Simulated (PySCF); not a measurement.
Molecule: SMILES [CH+](/C=C/C#C)C, [C₆H₇]+.

Structure with atom numbers: `[CH:1]#[C:2]/[CH:3]=[CH:4]/[CH+:5][CH3:6]`. Each H is labelled by its parent atom.

Geometry PBE0-D3(BJ)/def2-SVP throughout; GIAO in PySCF, gas phase, one conformer, non-relativistic; equivalent atoms averaged; basis pcSseg-1.

For orientation, KT3 gives these shifts δ (against TMS at the same level): C5 213.5, C1 183.6, C4 143.3, C2 103.3, C6 37.1, H(C1) 9.79, H(C5) 8.78, H(C3) 7.84, H(C4) 7.64 ppm.

A run gave: C5 243.0, C1 201.1, C4 144.4, C2 56.0, C6 28.5, H(C1) 10.27, H(C5) 9.63, H(C3) 8.54, H(C4) 7.85 ppm (shifts δ (against TMS at the same level)).

**Question.** Which functional was used in that run?
A. OPBE
B. B3LYP
C. HF
D. WP04
E. B97-2

**Answer.** C. C2 tells them apart best: HF gives 56.0, B97-2 gives 97.4, B3LYP gives 100.4, OPBE gives 109.5, WP04 gives 99.7 ppm.
